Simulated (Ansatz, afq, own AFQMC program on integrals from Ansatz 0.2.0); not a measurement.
## CH$_{3}$Cl, triplet: AFQMC among the cluster methods

```xyz
5

Cl   -0.8755    0.0000    0.0000
H     0.5795    0.0000    0.0000
C     2.1115    0.0000    0.0000
H     2.5260    0.0000    0.9962
H     2.5260    0.0000   -0.9962
```

Connectivity, by distances: ClH ··· CH2.

Basis cc-pVTZ. Only valence electrons are correlated. Ansatz 0.2.0 and our own AFQMC program on the same integrals; the CISD trial comes from CCSD amplitudes, and released means the phaseless constraint is let go. Uncertainties: one standard error, sampling alone.

Determinant: UHF, the one that the program's search chose, which needn't be the lowest solution. The geometry is a point of a scan.

No full CI on the walks' own integrals is used here. The released AFQMC energy serves as the reference, which it does only where one determinant dominates, the energy is flat over the last release times and near the phaseless one (40 meV or 2 meV an electron, half that with transition metals). On small molecules, where full CI could be run and the noise was under 10 meV, such values lay within 10 meV of it in 19 cases of 20, a flattering rate, since the rule was set on those same cases; what remains of the bias isn't in the error bar.

Cautions: lower spins were not checked; the released value is read at 2.40 1/Eh (meV from the phaseless value at times in 1/Eh: -14 ± 5 at 0.24, -12 ± 5 at 0.51, -6 ± 6 at 0.99, -16 ± 8 at 1.62, -16 ± 10 at 2.40).

```
T1 diagnostic                               : 0.0138
weight of the determinant in the CISD state : 0.865
⟨S²⟩ of the determinant                     : 2.045
size of the correlated space                : 14 electrons in 100 orbitals
```

Reference: AFQMC with the constraint released, correlation energy -10.509 ± 0.010 eV.

| level | E − E(reference) (kJ/mol) | share of correlation (%) |
| --- | --- | --- |
| HF | 1014.0 ± 0.9 | 0.00 |
| MP2 | 142.2 ± 0.9 | 85.98 |
| CCSD | 39.0 ± 0.9 | 96.15 |
| CCSD(T) | 4.5 ± 0.9 | 99.55 |
| ph-AFQMC/CISD | 1.6 ± 1.0 | 99.84 |

A walk keeps the symmetry of its determinant, which the program's search chose and which needn't be the lowest solution, so a lower state of the same spin and another symmetry isn't excluded. Released energies are given only where the last usable release times agree within the noise; a slower fall can still hide under it.
